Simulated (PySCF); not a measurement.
Stepwise substitution at one centre (B F-Br). All species are isolated molecules in the gas phase. Strings in code marks are SMILES.

Computed with ωB97X-D3(BJ)/def2-TZVP // B3LYP-D3(BJ)/def2-TZVP (PySCF 2.14.0). All candidates: neutral, multiplicity 1. Delta-SCF ions had no search for a lower state. Excitations are Tamm–Dancoff values on a coarser integration grid. The basis has no diffuse functions, so Rydberg states are missing or too high.

- T1 excitation (TDA) = 5.00 eV
- S1 excitation (TDA) = 5.15 eV
- vertical ionisation energy (Delta-SCF) = 10.86 eV

Problem. Which member has these values?
A) `FB(F)F`
B) `FB(F)Br`
C) `BrB(Br)Br`
D) `FB(Br)Br`

Solution. C, `BrB(Br)Br`. The others give `FB(Br)Br`: 6.00 eV, 6.14 eV, 11.26 eV; `FB(F)F`: 10.74 eV, 10.96 eV, 15.61 eV; `FB(F)Br`: 7.24 eV, 7.39 eV, 11.91 eV
